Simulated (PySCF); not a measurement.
# Sulfur: a sound run and one with changed settings

Sound run: S [Ne] 3s2 3p4, S+ [Ne] 3s2 3p3. All numbers are calculated (PySCF 2.14, the non-relativistic Hamiltonian (point nucleus), in aug-cc-pV(D+d)Z). In the sound run the correlated levels freeze [Ne]. The sound run starts from symmetry-adapted Hartree-Fock orbitals and uses a fine grid where one is needed.

Changed run: scalar relativity by spin-free X2C-1e. This setting is unsound on purpose.

| species | method | sound run (hartree) | changed run (hartree) | converged |
| --- | --- | --- | --- | --- |
| S | UHF | -397.49897 | -398.45948 | yes |
| S | TPSS | -398.12955 | -399.08928 | yes |
| S | r2SCAN | -398.07923 | -399.03904 | yes |
| S | MP2 | -397.59088 | -398.55140 | yes |
| S | CCSD(T) | -397.61455 | -398.57501 | yes |
| S+ | UHF | -397.15977 | -398.12086 | yes |
| S+ | TPSS | -397.74589 | -398.70625 | yes |
| S+ | r2SCAN | -397.69830 | -398.65873 | yes |
| S+ | MP2 | -397.23163 | -398.19268 | yes |
| S+ | CCSD(T) | -397.25328 | -398.21425 | yes |

Ionisation energy of S:

```csv
method,sound run (eV),changed run (eV)
UHF,9.230,9.214
TPSS,10.440,10.423
r2SCAN,10.366,10.349
MP2,9.776,9.761
SCS-MP2,9.805,9.791
CCSD,9.806,9.792
CCSD(T),9.830,9.817
```

Most of the change in total energy is the relativistic energy itself. On top of that the contraction fixes the core shape for the Hamiltonian it was made with, so the changed run is not a good calculation with the other Hamiltonian either.

For comparison, NIST gives 10.360 eV between the lowest levels.
